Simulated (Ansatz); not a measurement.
Born–Oppenheimer molecular dynamics of BFH3N (6 atoms, charge 0, multiplicity 1). It goes on from the last frame of an earlier run, with new velocities.

All numbers below come from RHF/def2-SVP (Ansatz 0.2.0).

```
ensemble                      : NVE (velocity Verlet)
time step                     : 0.5 fs
steps asked                   : 150
starting velocities drawn for : 2000 K
seed                          : 125464
```

First frame:

```xyz
6
Properties=species:S:1:pos:R:3
B 0.087 0.015 -0.044
F -0.033 -0.634 1.116
N 1.280 0.027 -0.733
H 2.047 -0.474 -0.388
H 1.343 0.410 -1.642
H -0.898 0.543 -0.540
```

Q: What does the run give?

A: The run went to its last step.

```json
{"steps done": "150", "time covered": "75 fs", "mean temperature over the second half": "1034 K", "spread of the potential energy over the second half": "30.6 meV per atom", "mean potential energy of the second half above the start": "85.4 meV per atom"}
```

The conserved energy stayed within 4.5 meV per atom of its start (net change 2.7 meV per atom), so the integration is sound. Over the second half the temperature averaged 0.52 of the 2000 K drawn at the start: a run that starts near a minimum puts about half its kinetic energy into the potential. A run of 0.075 ps of so small a system gives no equilibrium averages.

Q: What happens to the structure?

A: The same pairs are bonded in the first frame and the last. Pairs count as bonded within 1.25 times the sum of covalent radii (0.12 Å more for H–H). Another seed would give other details.

Q: How do temperature and energy run in time?

A: 
| time (fs) | T (K) | potential energy less start (eV) | conserved less start (meV/atom) |
| --- | --- | --- | --- |
| 0 | 2000 | 0.000 | 0.00 |
| 3.5 | 906 | 0.579 | 2.20 |
| 7 | 609 | 0.739 | 3.31 |
| 10.5 | 569 | 0.760 | 3.31 |
| 14 | 1206 | 0.421 | 1.78 |
| 17.5 | 1642 | 0.187 | 0.25 |
| 21 | 1108 | 0.473 | 1.90 |
| 24.5 | 778 | 0.650 | 3.03 |
| 28 | 502 | 0.795 | 3.41 |
| 31.5 | 1341 | 0.352 | 1.84 |
| 35 | 1590 | 0.215 | 0.44 |
| 38.5 | 1109 | 0.471 | 1.73 |
| 42 | 647 | 0.718 | 3.12 |
| 45.5 | 682 | 0.702 | 3.38 |
| 49 | 1071 | 0.494 | 2.21 |
| 52.5 | 1376 | 0.326 | 0.56 |
| 56 | 1524 | 0.254 | 1.34 |
| 59.5 | 867 | 0.603 | 2.87 |
| 63 | 589 | 0.749 | 3.36 |
| 66.5 | 676 | 0.701 | 2.81 |
| 70 | 1492 | 0.265 | 0.36 |
| 73.5 | 1567 | 0.229 | 0.88 |

Run time: 100 s on 1 thread of Arm Neoverse N1, with other jobs on the host, peak memory 0.088 GiB.
